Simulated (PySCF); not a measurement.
Species: ethenimine, C2H3N.
Numbering: `[CH2:1]=[C:2]=[NH:3]` (hydrogens: H4, H5 on C1; H6 on N3)

Method: PBE0-D3(BJ)/def2-TZVP geometry optimisation, gas phase in PySCF; density fitting, grid level 2; the optimiser is geomeTRIC in internal coordinates, started from a GFN2-xTB structure with every atom displaced at random (about 0.01 Å).

Step 1: E = -3608.3697 eV
```
atom  x, y, z in Å  |  force x, y, z in eV/Å
C1     -0.9585    0.1392    0.0874    0.013  -0.288   0.265
C2      0.3215    0.0963   -0.1607    0.091  -0.082  -0.252
N3      1.4854    0.0861   -0.5241   -0.302  -0.149  -0.182
H4     -1.3525    0.8960    0.7470   -0.112   0.036   0.064
H5     -1.5735   -0.7101   -0.2045    0.007   0.347  -0.146
H6      2.0833   -0.5305    0.0136    0.303   0.137   0.252
```

Step 2: E = -3608.4126 eV
```
atom  x, y, z in Å  |  force x, y, z in eV/Å
C1     -0.9520    0.1140    0.1341   -0.004  -0.129  -0.054
C2      0.3185    0.0424   -0.1612    0.018   0.090  -0.056
N3      1.4708    0.0266   -0.5588   -0.054   0.069   0.172
H4     -1.3620    0.8988    0.7551    0.114   0.031  -0.043
H5     -1.6135   -0.6525   -0.2480   -0.034  -0.016   0.049
H6      2.1439   -0.4523    0.0374   -0.041  -0.044  -0.068
```

**Question.** Estimate the geometry and energy of step 3. (The exact step hangs on the optimiser's Hessian estimate; all steps are aligned on step 2, rigid shifts and turns removed.)

**Answer.** E = -3608.4172 eV, largest force 0.155 eV/Å
```
atom  x, y, z in Å  |  force x, y, z in eV/Å
C1     -0.9575    0.0979    0.1266    0.063   0.033   0.016
C2      0.3139    0.0418   -0.1640    0.031  -0.088  -0.124
N3      1.4704    0.0446   -0.5464   -0.008   0.029   0.087
H4     -1.3248    0.9015    0.7487   -0.073   0.000   0.010
H5     -1.6363   -0.6578   -0.2458    0.013   0.025   0.036
H6      2.1400   -0.4510    0.0393   -0.025   0.001  -0.024
```

The energy changes by -0.0046 eV. The first-order estimate −F·Δx gives -0.0115 eV and the mean of the old and new forces, exact on a quadratic surface, -0.0046 eV. The step makes an angle of 46° with the force vector and moves no atom by more than 0.038 Å.

What follows is the cost of the whole optimisation. Time: 17 s of wall time; peak memory 0.44 GiB. Hardware: an Arm Neoverse V1 with one thread, no GPU, on a shared host.
